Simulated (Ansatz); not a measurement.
System: rutile CrO2. Method: LDA (Ansatz, an electronic-structure program, PAW).

Run with plane-wave cutoff 520 eV, 12×12×18 k mesh (along the axes of the cell as run), Fermi–Dirac smearing 0.05 eV, spin-polarised with parallel moments, scalar-relativistic PAW data made under PBE.

Cell (measured lattice):

```cif
data_Cr2O4
_chemical_formula_sum 'Cr2 O4'
_space_group_name_H-M_alt 'P 1'
_space_group_IT_number 1
_cell_length_a 4.41900
_cell_length_b 4.41900
_cell_length_c 2.91540
_cell_angle_alpha 90.000
_cell_angle_beta 90.000
_cell_angle_gamma 90.000
loop_
_space_group_symop_operation_xyz
  'x, y, z'
loop_
_atom_site_label
_atom_site_type_symbol
_atom_site_fract_x
_atom_site_fract_y
_atom_site_fract_z
_atom_site_occupancy
Cr1 Cr 0.00000 0.00000 0.00000 1
Cr2 Cr 0.50000 0.50000 0.50000 1
O1 O 0.30396 0.30396 0.00000 1
O2 O 0.80396 0.19604 0.50000 1
O3 O 0.19604 0.80396 0.50000 1
O4 O 0.69604 0.69604 0.00000 1
```
Starting moments (μB, in the order of the record's atoms Cr Cr O O O O): 2.5 2.5 0.0 0.0 0.0 0.0.

What does this level give for the magnetic moment (largest site, within a sphere)?


* **magnetic moment (largest site, within a sphere)**: 1.70 μB

The run finds no gap.

Note: cell and atoms aren't relaxed at this level (largest force component 0.05 eV/Å, pressure -13.2 GPa).

Moments are spin moments.
